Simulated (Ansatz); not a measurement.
# PH₄ (doublet): from Hartree-Fock to the top rungs, cc-pVDZ

One table from this session's results is given with a row withheld; the runs are named, their logs left out.

Program: Ansatz 0.2.0, Gaussian basis. Level of theory: cc-pVDZ, core rule «outside noble gas», up to 5 orbitals frozen. These are calculated values, not measurements.

Plan: UHF; CCSD(T) on ROHF; CCSD(T) on UHF; BCCD(T) on ROHF; CISD; CCSDT(Q) on ROHF; CCSDT(Q) on UHF; CASSCF and MRCISD+Q, 9 electrons in 8 orbitals; CASSCF and NEVPT2, 9 electrons in 8 orbitals.

15 further runs of the same task are left out: 4 that didn't finish, 11 set aside as unsound or not needed.

## What is computed

The geometry is a PBE0/def2-TZVP stationary point (not a proven minimum).

5 atoms, charge 0, spin multiplicity 2.

Atoms are counted from 1 here; the program's logs count them from 0.

Bond lengths: P1–H2 1.519 Å, P1–H3 1.410 Å, P1–H4 1.410 Å, P1–H5 1.519 Å. Angles: H2–P1–H3 92.8°, H2–P1–H4 92.8°, H2–P1–H5 171.2°, H3–P1–H4 99.8°, H3–P1–H5 92.8°, H4–P1–H5 92.8°.

Geometry (Å):

```
P     0.04563    0.00000    0.00000
H     0.16158    0.00000   -1.51467
H    -0.86263    1.07824    0.00000
H    -0.86263   -1.07824    0.00000
H     0.16158    0.00000    1.51467
```

The first run:

Input file in.yaml:

```yaml
crystal:
  periodic: [false, false, false]
  atoms:
    - {symbol: P, position_ang: [0.045627, 0.000000, 0.000000]}
    - {symbol: H, position_ang: [0.161577, 0.000000, -1.514668]}
    - {symbol: H, position_ang: [-0.862630, 1.078238, 0.000000]}
    - {symbol: H, position_ang: [-0.862630, -1.078238, 0.000000]}
    - {symbol: H, position_ang: [0.161577, 0.000000, 1.514668]}
basis:
  gaussian: {orbitals: cc-pVDZ}
magnetization: {spin_polarized: true, initial_magnetization: 1}
hamiltonian: {xc: hf}
output: {orbitals: {seedname: orbitals}}
```

Started as:

```sh
$ ansatz run in.yaml --threads 1 --pin off --events-out ev --progress --plain --max-ram 2393MiB
```

Among the steps run: UHF; CCSD(T) on ROHF; CCSD(T) on UHF; BCCD(T) on ROHF; CISD; CCSDT(Q) on ROHF; CCSDT(Q) on UHF; CASSCF and MRCISD+Q, 9 electrons in 8 orbitals; CASSCF and NEVPT2, 9 electrons in 8 orbitals.

One table of the session follows, with a row left open; its other results are not shown here.

```
          method  from UCCSDT(Q) (meV)
            ROHF               +5113.8
             UHF               +4909.5
            RMP2               +1013.2
            UMP2               +1024.3
            CISD                +422.9
           RCCSD                     ?
           UCCSD                +134.8
        RCCSD(T)                 +25.2
        UCCSD(T)                 +25.8
         BCCD(T)                 +25.4
          RCCSDT                  +4.2
          UCCSDT                  +4.0
       RCCSDT(Q)                  +0.3
       UCCSDT(Q)                     0
  CASSCF valence               +3591.0
  NEVPT2 valence                +865.5
  MRCISD valence                +199.0
MRCISD+Q valence                   0.0
```

Estimate the missing values for RCCSD.

**Answer.** from UCCSDT(Q) (meV): +139.0. In the column «from UCCSDT(Q) (meV)» it lies between UCCSD (+134.8) and MRCISD valence (+199.0).

With the free atoms at the same levels and basis (separate runs), the atomisation energy is 9.616 eV at UCCSDT(Q), 9.601 eV at RCCSD(T), 9.600 eV at UCCSD(T), 6.752 eV at ROHF.

To keep in mind: Restricted and unrestricted rows rest on different reference determinants; where their highest levels disagree by more than a few hundredths of an eV, they describe different states and don't form one ladder.
